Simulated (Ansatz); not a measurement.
Seven cases of bond dissociation energy with Al to Br (electronic energies, kcal/mol); geometries: B3LYP-D3(BJ)/def2-TZVP. The cases were drawn at random from those of this class that have a high level and all functionals, leaving out states under which another spin lies or may lie. Left out are anions, K, Ca, elements past Kr, ionisation of Li, Na and Mg, pi-pi* triplets of linear molecules and other triplets made from a closed-shell parent. Runs that doubt their state, and full CI more than 15 mEh from coupled cluster, are set aside; a case stays where another high level and all functionals remain. AFQMC serves as high level only in triple zeta or larger, with a steady walk, a bar under 0.8 kcal/mol and agreement with other high levels or trials where they ran; where none ran, an unstable determinant or (outside 3d species) a high T1 diagnostic also bars it, so strongly correlated cases are thinned. No case was kept or dropped by the size of a functional's miss. High levels with a bar over 0.5 kcal/mol are left out too, and the seventh case lies inside the range of the six. Affinities count positive where energy is released, gaps as the second state minus the first. PBE is by Ansatz (a program for electronic structure) in def2-TZVPD. High levels (Ansatz): P = CCSD(T)/CBS(cc-pV(T+d)Z,cc-pV(Q+d)Z) + [CCSDT(Q) - CCSD(T)]/cc-pV(D+d)Z + core + X2C; Q = CCSD(T)/CBS(cc-pVQZ,cc-pV5Z) + [CCSDT(Q) - CCSD(T)]/cc-pVTZ + [CCSDTQ - CCSDT(Q)]/cc-pVDZ; R = CCSD(T)/CBS(cc-pVTZ,cc-pVQZ) + [CCSDT(Q) - CCSD(T)]/cc-pVDZ; S = CCSD(T)/CBS(cc-pVTZ,cc-pVQZ) + [CCSDT(Q) - CCSD(T)]/cc-pVTZ. Open shells are spin-unrestricted; no spin-orbit coupling. Correlated methods leave the cores frozen (noble-gas shells, and filled d and f shells in the p block). Rows without X2C or -DK are non-relativistic. CBS(X,Y): correlation extrapolated as X^-3, Hartree-Fock from the larger set (Q,5: extrapolated as (X+1)exp(-9√X)). A bracket is a step between two methods taken in the basis named. The functionals are non-relativistic, so their misses hold any scalar relativity. '+ core + X2C': CCSD(T) terms for core correlation (cc-pwCVTZ, 1s frozen past Ne) and scalar relativity (cc-pVTZ-DK). Where a partner has so few electrons that a lower coupled-cluster level is exact, that level stands in. Spin-orbit terms, left out, reach several kcal/mol for Br and I, and more for heavier atoms.

| case | PBE | level | high level |
|---|---|---|---|
| SiNH4F (SMILES F[SiH2]N) → SiH2F (SMILES F[SiH2], doublet) + NH2 (SMILES [NH2], doublet) | 111.5 | P | 119.0 |
| GeH3Br (bromogermane, SMILES [GeH3][Br]) → GeH2Br (SMILES [GeH2][Br], doublet) + H (doublet) | 82.2 | Q | 87.7 |
| CH5ClOSi (chlorosilylmethanol, SMILES Cl[SiH2]CO) → HO (SMILES [OH], doublet) + CH4ClSi (SMILES Cl[SiH2][CH2], doublet) | 92.2 | P | 91.1 |
| BNH3Br (SMILES NBBr) → BNH2Br (SMILES [NH]BBr, doublet) + H (doublet) | 119.0 | R | 126.1 |
| CH4BCl (SMILES CBCl) → CH3BCl (SMILES B(Cl)[CH2], doublet) + H (doublet) | 98.3 | P | 102.4 |
| SiNH4F (SMILES N[SiH2]F) → SiNH4 (SMILES [SiH2]N, doublet) + F (doublet) | 155.7 | P | 161.9 |
| BGeH5 (SMILES [BH2][GeH3]) → BGeH4 (SMILES [BH][GeH3], doublet) + H (doublet) | 103.0 | S | withheld |

### Question
Fit a straight line from PBE to the high level over the first six rows by least squares, predict the seventh, and compare with the calculation.

### Answer
Means: PBE 109.82, high level 114.70. Sxx = 3398.11, Sxy = 3580.68, slope 1.0537, intercept -1.01 kcal/mol; residual standard deviation 3.2 kcal/mol. Seventh row: 1.0537·(103.0) -1.01 = 107.5 kcal/mol. The calculation gave 107.1 kcal/mol: the line differs from it by +0.4, PBE itself by -4.1.
